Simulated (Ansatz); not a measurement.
A nudged elastic band was laid between two geometries of CH$_{2}$NO (5 atoms, charge -1, multiplicity 1).

Level of theory: RKS B3LYP-D4/def2-SVP in Ansatz 0.2.0.

* movable images: 7
* climbing image: yes
* spring: 5.0 eV/Å²
* optimiser: quadratic models (default)
* start path: through a guess of the saddle point
* force threshold: 0.05 eV/Å
* iteration limit: 60
* end points: relaxed

First end point:

```xyz
5
Properties=species:S:1:pos:R:3
N -0.409 0.120 -0.415
C 0.929 -0.338 -0.056
O 0.935 -0.947 1.027
H -0.400 0.985 -0.958
H -1.055 0.180 0.401
```

Last end point:

```xyz
5
Properties=species:S:1:pos:R:3
N -0.376 0.505 -0.578
C 0.694 -0.124 -0.164
O 0.380 -0.800 1.026
H -0.123 0.991 -1.449
H -0.575 -0.572 1.165
```

Question: Which bonds break or form, and what moves?

Answer: Bonds broken: N1–H5. Bonds formed: O3–H5.

Question: What energy profile does the band end with?

Answer: The forces met the threshold. The highest image is number 4 of 0 to 8, 125.5 kJ/mol above the first end and 95.1 kJ/mol above the last; the last end lies 30.4 kJ/mol above the first. A vibrational analysis at the climbing image gives one clearly imaginary mode, 1683i cm⁻¹: a first-order saddle point. The orbitals stay closed-shell, which can raise the energy where a bond breaks towards radicals; this wasn't checked here. Limits of this set-up: an anion without diffuse functions, the dipole of an ion depends on the origin.

| image | path coordinate (Å) | energy (kJ/mol) | N1–H5 (Å) | O3–H5 (Å) |
| --- | --- | --- | --- | --- |
| 0 | 0.00 | 0.0 | 1.04 | 2.37 |
| 1 | 0.25 | 8.0 | 1.04 | 2.22 |
| 2 | 0.49 | 35.0 | 1.05 | 1.93 |
| 3 | 0.74 | 88.6 | 1.13 | 1.63 |
| 4 | 0.99 | 125.5 | 1.31 | 1.35 |
| 5 | 1.18 | 99.1 | 1.47 | 1.15 |
| 6 | 1.38 | 58.3 | 1.66 | 1.02 |
| 7 | 1.57 | 36.9 | 1.85 | 1.00 |
| 8 | 1.77 | 30.4 | 2.06 | 0.99 |

Question: What is the geometry of the highest image?

Answer: 
```xyz
5
Properties=species:S:1:pos:R:3
N -0.330 0.380 -0.385
C 0.842 -0.241 -0.129
O 0.555 -0.870 0.998
H -0.456 0.972 -1.212
H -0.611 -0.242 0.729
```

Question: What are the harmonic wavenumbers there?

Answer: 1683i, 296, 858, 1109, 1114, 1289, 1316, 1883, 3418 cm⁻¹.

Time of the run: 2.5 min on 1 thread of Arm Neoverse V1, on a shared host, peak memory 0.1 GiB.
